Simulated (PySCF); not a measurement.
# HN···CH3O: magnetic exchange

Computed with PySCF 2.14.0 and routines of our own; the level stands in each step. Atoms count from 0.

### 1 The starting structure

7 atoms, charge 0, high-spin multiplicity 4; geometry from: GFN2-xTB fragments, placed rigidly.

The system (radical pair): HN···CH3O. The radical centres are 2.96 Å apart, face to face; the spin sites are atoms 0, 1 (2 unpaired) and atoms 2, 3, 4, 5, 6 (1 unpaired).

### 2 Magnetic exchange: CASSCF and SC-NEVPT2/def2-TZVP (3,3)

What the job is given:

```
{"job": {"kind": "cas", "basis": "def2-TZVP", "active": "magnetic", "zfs": false}, "charge": 0, "high_spin_multiplicity": 4, "spin_sites": [[[0, 1], 2], [[2, 3, 4, 5, 6], 1]]}
N     -1.781900     0.026300    -1.859400
H     -2.805700     0.026300    -1.859400
O     -0.381900     0.026300     0.743600
C      0.929700     0.028300     0.743700
H      1.321500    -0.567700     1.601100
H      1.321800    -0.568200    -0.113200
H      1.396600     1.028800     0.743600
```

Level: CASSCF and SC-NEVPT2/def2-TZVP spin states, gas phase.

Started as:

```
OMP_NUM_THREADS=1 python exch_run.py task.json out
```

The driver reads the jobs from task.json and runs them one after another.

**Question.** How long does this first job take on 1 thread of Arm Neoverse N1, shared host, and how much memory does it need?

About 3.6 s, with a peak of 0.27 GiB.
